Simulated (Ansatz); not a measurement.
The input, for Ansatz 0.2.0:

```yaml
crystal:
  periodic: [false, false, false]
  atoms:
    - {symbol: Si, position_ang: [0.000000, 0.000000, 0.000000]}
    - {symbol: H, position_ang: [0.855850, 0.858745, 0.856831]}
    - {symbol: H, position_ang: [-0.859551, -0.854424, 0.857445]}
    - {symbol: H, position_ang: [-0.854730, 0.855535, -0.861149]}
    - {symbol: H, position_ang: [0.858431, -0.859856, -0.853127]}
basis:
  gaussian: {orbitals: 6-31G}
magnetization: {spin_polarized: false}
correlation: {method: fic_mrcisd_q, electrons: outside_noble_gas}
scf: {lower_state_search: off}
```

```sh
$ ansatz run in.yaml --threads 1 --pin off --events-out ev --progress --plain --max-ram 2393MiB
```

What does the program do with this input?

Refused. The input was made wrong on purpose (method needs an active space), so the run isn't a sound calculation of what was asked.
```
Error: this correlation method needs an active space: name one as the reference
```
